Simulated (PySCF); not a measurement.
Work out the structure from these simulated measurements.

Formula: C2H3FO.

| Property | Result |
| --- | --- |
| Valence photoelectron | vertical ionisation energy: 11.49 eV [ΔSCF wB97X-D/def2-SVPD] |
| Polarisability | 28.2 au [wB97X-D/def2-SVPD] |
| UV, strongest line | among the 10 lowest singlet transitions: S5 at 9.53 eV (130 nm, f = 0.065) [TDDFT wB97X-D/def2-SVPD] |
| Rotational structure | rotational constants A, B, C: 20.740, 7.367, 6.479 GHz [PBE0-D3(BJ)/def2-SVP] |
| Couplings | largest of the computed one-bond spin–spin couplings (means over like bonds): 19F–13C -336.0, 13C–1H +230.4, 13C–1H +187.3, 13C–1H +183.6, 13C–13C +36.3, 17O–13C +33.0, 17O–13C +24.9 Hz [B3LYP/pcJ-1] |
| XPS | C1s 292.9, C1s 295.1, O1s 539.4, F1s 693.3 eV [ΔSCF SCAN, pcX-2 on the ionised atom, pcseg-1 elsewhere, spin-free X2C] |
| UV, first state | lowest singlet excitation: 8.75 eV (142 nm, f = 0.009) [TDDFT wB97X-D/def2-SVPD] |
| 13C NMR | chemical shifts (computed TMS as zero) by class: 88.3 (1 C), 45.9 (1 C) ppm [GIAO KT3/pcSseg-2] |

Gas-phase values; electronic properties from PySCF, density fitting. Levels stand in brackets. Geometry: PBE0-D3(BJ)/def2-SVP; no solvent, vibrations or thermal averaging. NMR values are class means; diastereotopic atoms form classes of their own.

Question: Give a SMILES that accounts for the data.

Answer: Numbering: `[F:1][C@H:2]1[CH2:3][O:4]1`. Its formula, C2H3FO, gives 1 degree of unsaturation: 1 ring and 0 π bonds in the structure found. 2 carbons fall into 2 classes; from least to most shielded: sp3 C–F carbon [C2] (88.3 ppm), ring sp3 carbon bound to oxygen [C3] (45.9 ppm). The couplings run between: -336.0 Hz, alkyl fluorine [F1] and sp3 C–F carbon [C2]; +230.4 Hz, sp3 C–F carbon [C2] and its hydrogen; +187.3 Hz, sp3 carbon bound to oxygen [C3] and its hydrogen; +183.6 Hz, sp3 carbon bound to oxygen [C3] and its hydrogen; +36.3 Hz, sp3 C–F carbon [C2] and sp3 carbon bound to oxygen [C3]; +33.0 Hz, epoxide oxygen [O4] and sp3 C–F carbon [C2]; +24.9 Hz, epoxide oxygen [O4] and sp3 carbon bound to oxygen [C3]. The core levels belong to: C1s 292.9 eV, sp3 carbon bound to oxygen [C3]; C1s 295.1 eV, sp3 C–F carbon [C2]; O1s 539.4 eV, epoxide oxygen [O4]; F1s 693.3 eV, alkyl fluorine [F1]. The first electron is taken from the HOMO, whose largest Löwdin shares are 0.56 on the epoxide oxygen, 0.15 on the sp3 carbon bound to oxygen, 0.09 on the alkyl fluorine and 0.08 on the sp3 C–F carbon. The optimised geometry has point group C1 and is an asymmetric top. Structure: `F[C@H]1CO1`. Computed isomers that give other values at the same levels: `CC(=O)F` (rotational constant A: 11.125 GHz; this holds for the one conformer computed). The assignments are read from this structure; whether some other isomer fits the data as well wasn't checked. The mirror image fits equally.
